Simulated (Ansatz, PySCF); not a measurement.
Species: CH₃O, net charge 0, doublet state. It need not be the lowest isomer of its formula. SMILES: [CH2]O
Structure (B3LYP-D3(BJ)/def2-TZVP (Ansatz, a program for electronic structure) minimum search):
```
C
O 1 1.3645
H 2 0.9632 1 109.87
H 1 1.0785 2 113.74 3 175.53
H 1 1.0823 4 121.49 2 153.15
```
Charge 0, spin multiplicity 2.


Property: enthalpy of formation at 298 K (from the atomisation energy, B3LYP-D3(BJ)/def2-TZVP harmonic zero-point and thermal terms from PySCF, and the atoms' enthalpies of formation in the G2/97 table; no spin-orbit terms, and no core term in the frozen-core levels), in kcal/mol. Valence correlation only, unless marked. Open shells are spin-unrestricted. No spin-orbit coupling. No relativistic terms. The coupled-cluster limit lacks core correlation, which all-electron functionals hold. CBS marks a two-point X^-3 extrapolation of the correlation energy; Hartree-Fock from the larger set.

| level | program | enthalpy of formation at 298 K (kcal/mol) |
|---|---|---|
| TPSS/def2-TZVPD | PySCF | -7.0 |

Task: Estimate the value at CCSD(T)/CBS(cc-pVTZ,cc-pVQZ) as computed with Ansatz.

Result: -3.2 kcal/mol, so TPSS/def2-TZVPD differs from it by -3.8 kcal/mol.
